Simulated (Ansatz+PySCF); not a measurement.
## doublet HS2: levels of theory in one basis

```yaml
atoms:
  - { symbol: S, position_ang: [0.0000, 0.2157, -1.4971] }
  - { symbol: S, position_ang: [0.0000, -0.6477, 0.3378] }
  - { symbol: H, position_ang: [0.0000, 0.4320, 1.1593] }
```

Basis set: cc-pVTZ on H; cc-pV(T+d)Z on S (spherical functions). Left uncorrelated: 10 orbitals. Correlation on ROHF uses semicanonical orbitals with singles. Charge 0, multiplicity 2.

Computed with Ansatz (development build ahead of 0.2.0) and PySCF 2.14.0; each method stands on the lowest determinant of its kind that the runs found.

```tsv
method	E − E(ROHF) (eV)	<S²> of the determinant
ROHF	0.00	0.75
UHF	-0.18	0.77
ROHF-MP2	-9.09	–
UHF-MP2	-9.05	0.77
ROHF-CCSD(T)	-10.57	–
UHF-CCSD(T)	-10.56	0.77
```

**Question.** What does UHF-CCSD give on the same scale?

**Answer.** -10.07 eV.
